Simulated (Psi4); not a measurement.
Psi4 input (wB97X-D/6-31G*):

```
memory 1500 MB

molecule {
-1 1
N    -0.00181269    0.00359022    1.22722463
C     0.00162323    1.08102868    0.39732440
C    -0.00280630   -1.07868549    0.40363605
C     0.00285416    0.70543113   -0.95100856
C    -0.00005088   -0.71098333   -0.94686916
H     0.00308933    2.08907821    0.79989107
H    -0.00547032   -2.08436240    0.81208774
H     0.00547332    1.35944646   -1.81451217
H    -0.00012480   -1.37003976   -1.80653539
symmetry c1
no_reorient
no_com
}

set {
  basis 6-31G*
  reference rks
  scf_type pk
  dft_radial_points 99
  dft_spherical_points 590
  e_convergence 1e-8
  d_convergence 1e-7
  maxiter 150
}

e = energy('wb97x-d')
print_out(f'\nFINAL {e:.10f} DIPOLE {variable("CURRENT DIPOLE")[0]:.6f} {variable("CURRENT DIPOLE")[1]:.6f} {variable("CURRENT DIPOLE")[2]:.6f}\n')
```

From the last part of the output:

```
      61A      2.259188    62A      2.361555    63A      2.379507
      64A      2.391507    65A      2.538622    66A      2.561747
      67A      2.569789    68A      2.600543    69A      2.639930
      70A      2.726658    71A      2.897175    72A      2.897230
      73A      2.933435    74A      3.007261    75A      3.059535
      76A      3.271811    77A      3.274865    78A      3.368286
      79A      4.266378    80A      4.434816    81A      4.477953
      82A      4.652991    83A      4.799184

    Final Occupation by Irrep:
              A
    DOCC [    18 ]
    NA   [    18 ]
    NB   [    18 ]

  @RKS Final Energy:  -209.49016296450154

   => Energetics <=

    Nuclear Repulsion Energy =            151.3421806523381292
    One-Electron Energy =                -590.0920342706035626
    Two-Electron Energy =                 250.0736976702770562
    DFT Exchange-Correlation Energy =     -20.8118290853137680
    Empirical Dispersion Energy =          -0.0021779311993750
    VV10 Nonlocal Energy =                  0.0000000000000000
    Total Energy =                       -209.4901629645015362

Computation Completed

Properties will be evaluated at   0.000000,   0.000000,   0.000000 [a0]

Properties computed using the SCF density matrix

 Multipole Moments:

 ------------------------------------------------------------------------------------
     Multipole            Electronic (a.u.)      Nuclear  (a.u.)        Total (a.u.)
 ------------------------------------------------------------------------------------

 L = 1.  Multiply by 2.5417464519 to convert [e a0] to [Debye]
 Dipole X            :          0.0010138           -0.0000001            0.0010137
 Dipole Y            :         -0.0020078           -0.0000000           -0.0020078
 Dipole Z            :         -0.6863075            0.0000001           -0.6863074
 Magnitude           :                                                    0.6863111

 ------------------------------------------------------------------------------------

FINAL -209.4901629645 DIPOLE 0.001014 -0.002008 -0.686307

*** Psi4 exiting successfully. Buy a developer a beer!
```

The dipole moment of an ion depends on the origin.
